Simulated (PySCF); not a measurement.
Atomic charges against the basis set

Species: C4H4FN.
Atom-mapped SMILES: `[F:1][c:2]1[cH:3][cH:4][cH:5][nH:6]1` (hydrogens: H7 on C3; H8 on C4; H9 on C5; H10 on N6)

PBE0 throughout (PySCF), one geometry, spherical d and f functions. Isolated species at its PBE0-D3(BJ)/def2-SVP geometry, gas phase. The first 7 of 10 kinds of atom are listed.

Mulliken charges (e):

```json
{"basis": "STO-3G", "functions": "34", "F1": "-0.070", "C2": "+0.167", "C3": "-0.149", "C4": "-0.118", "C5": "-0.033", "N6": "-0.288", "H7": "+0.083"}
{"basis": "6-31G", "functions": "62", "F1": "-0.305", "C2": "+0.504", "C3": "-0.208", "C4": "-0.243", "C5": "+0.070", "N6": "-0.737", "H7": "+0.183"}
{"basis": "pcSseg-0", "functions": "62", "F1": "-0.352", "C2": "+0.608", "C3": "-0.272", "C4": "-0.329", "C5": "+0.078", "N6": "-0.839", "H7": "+0.249"}
{"basis": "6-31G*", "functions": "92", "F1": "-0.301", "C2": "+0.539", "C3": "-0.274", "C4": "-0.228", "C5": "-0.004", "N6": "-0.631", "H7": "+0.176"}
{"basis": "def2-SVP", "functions": "104", "F1": "-0.186", "C2": "+0.307", "C3": "-0.158", "C4": "-0.068", "C5": "+0.042", "N6": "-0.173", "H7": "+0.026"}
{"basis": "cc-pVDZ", "functions": "104", "F1": "-0.147", "C2": "+0.201", "C3": "-0.073", "C4": "-0.062", "C5": "+0.051", "N6": "-0.112", "H7": "+0.006"}
{"basis": "pcSseg-1", "functions": "122", "F1": "-0.256", "C2": "+0.480", "C3": "-0.210", "C4": "-0.189", "C5": "+0.116", "N6": "-0.444", "H7": "+0.100"}
{"basis": "aug-cc-pVDZ", "functions": "174", "F1": "-0.526", "C2": "+0.547", "C3": "+0.530", "C4": "+0.813", "C5": "+0.183", "N6": "-0.197", "H7": "-0.414"}
{"basis": "6-311+G(2d,p)", "functions": "186", "F1": "-0.326", "C2": "+0.236", "C3": "+0.060", "C4": "-0.165", "C5": "-0.114", "N6": "-0.288", "H7": "+0.110"}
{"basis": "def2-TZVP", "functions": "210", "F1": "-0.180", "C2": "+0.263", "C3": "-0.244", "C4": "-0.155", "C5": "-0.118", "N6": "-0.205", "H7": "+0.132"}
{"basis": "cc-pVTZ", "functions": "236", "F1": "-0.140", "C2": "+0.193", "C3": "-0.254", "C4": "-0.160", "C5": "-0.147", "N6": "-0.021", "H7": "+0.126"}
{"basis": "IGLO-III", "functions": "250", "F1": "-0.229", "C2": "+0.288", "C3": "-0.177", "C4": "-0.132", "C5": "-0.065", "N6": "-0.171", "H7": "+0.090"}
```

IAO charges (e):

```json
{"basis": "STO-3G", "functions": "34", "F1": "-0.087", "C2": "+0.173", "C3": "-0.238", "C4": "-0.188", "C5": "-0.117", "N6": "-0.203", "H7": "+0.139"}
{"basis": "6-31G", "functions": "62", "F1": "-0.238", "C2": "+0.301", "C3": "-0.265", "C4": "-0.207", "C5": "-0.129", "N6": "-0.253", "H7": "+0.168"}
{"basis": "pcSseg-0", "functions": "62", "F1": "-0.225", "C2": "+0.299", "C3": "-0.270", "C4": "-0.209", "C5": "-0.121", "N6": "-0.247", "H7": "+0.165"}
{"basis": "6-31G*", "functions": "92", "F1": "-0.246", "C2": "+0.340", "C3": "-0.272", "C4": "-0.203", "C5": "-0.121", "N6": "-0.254", "H7": "+0.159"}
{"basis": "def2-SVP", "functions": "104", "F1": "-0.246", "C2": "+0.337", "C3": "-0.273", "C4": "-0.203", "C5": "-0.122", "N6": "-0.245", "H7": "+0.158"}
{"basis": "cc-pVDZ", "functions": "104", "F1": "-0.245", "C2": "+0.339", "C3": "-0.277", "C4": "-0.207", "C5": "-0.126", "N6": "-0.250", "H7": "+0.161"}
{"basis": "pcSseg-1", "functions": "122", "F1": "-0.251", "C2": "+0.339", "C3": "-0.276", "C4": "-0.208", "C5": "-0.126", "N6": "-0.254", "H7": "+0.164"}
{"basis": "aug-cc-pVDZ", "functions": "174", "F1": "-0.257", "C2": "+0.343", "C3": "-0.280", "C4": "-0.213", "C5": "-0.130", "N6": "-0.258", "H7": "+0.167"}
{"basis": "6-311+G(2d,p)", "functions": "186", "F1": "-0.258", "C2": "+0.343", "C3": "-0.279", "C4": "-0.213", "C5": "-0.129", "N6": "-0.259", "H7": "+0.167"}
{"basis": "def2-TZVP", "functions": "210", "F1": "-0.258", "C2": "+0.348", "C3": "-0.280", "C4": "-0.212", "C5": "-0.128", "N6": "-0.259", "H7": "+0.167"}
{"basis": "cc-pVTZ", "functions": "236", "F1": "-0.256", "C2": "+0.348", "C3": "-0.281", "C4": "-0.212", "C5": "-0.129", "N6": "-0.258", "H7": "+0.166"}
{"basis": "IGLO-III", "functions": "250", "F1": "-0.258", "C2": "+0.346", "C3": "-0.280", "C4": "-0.214", "C5": "-0.130", "N6": "-0.260", "H7": "+0.168"}
```

Hirshfeld charges (e):

```tsv
basis	functions	F1	C2	C3	C4	C5	N6	H7
STO-3G	34	-0.025	+0.084	-0.108	-0.077	-0.031	-0.078	+0.030
6-31G	62	-0.087	+0.094	-0.117	-0.094	-0.047	-0.075	+0.055
pcSseg-0	62	-0.079	+0.098	-0.123	-0.097	-0.045	-0.063	+0.051
6-31G*	92	-0.076	+0.096	-0.118	-0.095	-0.050	-0.076	+0.053
def2-SVP	104	-0.076	+0.102	-0.124	-0.098	-0.048	-0.067	+0.051
cc-pVDZ	104	-0.069	+0.095	-0.123	-0.097	-0.048	-0.068	+0.050
pcSseg-1	122	-0.080	+0.105	-0.121	-0.097	-0.045	-0.079	+0.052
aug-cc-pVDZ	174	-0.081	+0.104	-0.119	-0.098	-0.046	-0.091	+0.058
6-311+G(2d,p)	186	-0.084	+0.101	-0.118	-0.098	-0.046	-0.090	+0.058
def2-TZVP	210	-0.082	+0.103	-0.120	-0.098	-0.047	-0.086	+0.056
cc-pVTZ	236	-0.079	+0.103	-0.121	-0.098	-0.047	-0.083	+0.054
IGLO-III	250	-0.082	+0.104	-0.119	-0.097	-0.046	-0.090	+0.056
```

Task: Which scheme is steadiest as the basis changes?

Result: Largest range over the bases for any column: Hirshfeld 0.06 e, IAO 0.18 e, Mulliken 1.14 e. Hirshfeld charges move least and Mulliken charges most, counted in e. Without the minimal STO-3G basis the ranges are Hirshfeld 0.03, IAO 0.05, Mulliken 1.14 e.

Task: How much do the charges still move between the two largest bases, cc-pVTZ and IGLO-III?

Result: At most, over all atoms: Mulliken 0.149 e, IAO 0.003 e, Hirshfeld 0.007 e.

Task: What do the same runs give for the total energy, the frontier levels and the dipole moment?

Result: 
| basis | energy (Eh) | HOMO (eV) | LUMO (eV) | μ (D) |
| --- | --- | --- | --- | --- |
| STO-3G | -305.0442 | -3.53 | 4.41 | 1.88 |
| 6-31G | -308.9804 | -5.94 | 1.45 | 1.97 |
| pcSseg-0 | -308.3602 | -6.25 | 1.19 | 1.98 |
| 6-31G* | -309.0552 | -5.73 | 1.61 | 1.83 |
| def2-SVP | -308.8411 | -6.01 | 1.29 | 1.91 |
| cc-pVDZ | -309.0861 | -5.89 | 1.40 | 1.87 |
| pcSseg-1 | -309.0326 | -6.13 | 1.12 | 1.88 |
| aug-cc-pVDZ | -309.1059 | -6.11 | -0.14 | 1.74 |
| 6-311+G(2d,p) | -309.1559 | -6.11 | 0.17 | 1.78 |
| def2-TZVP | -309.1856 | -6.07 | 1.06 | 1.82 |
| cc-pVTZ | -309.1743 | -6.03 | 1.15 | 1.81 |
| IGLO-III | -309.1900 | -6.11 | 0.59 | 1.77 |

The dipole is fixed by the density alone, so its range of 0.24 D shows that the density itself changes with the basis, not only its division among atoms.
